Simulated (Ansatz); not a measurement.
Problem. Name a neutral molecule of Al, N and H with LUMO energy (PBE/def2-TZVPP) between -1.35 and -1.05 eV and size of the dipole moment (PBE/def2-TZVPP) between 5.40 and 5.70 D (Ansatz, PBE0-D4/def2-TZVP geometry).

Solution. `[NH3+][AlH3-]` (-1.17 eV, 5.42 D). Other molecules can fit too; these were computed, each in one conformer that needn't be the lowest.
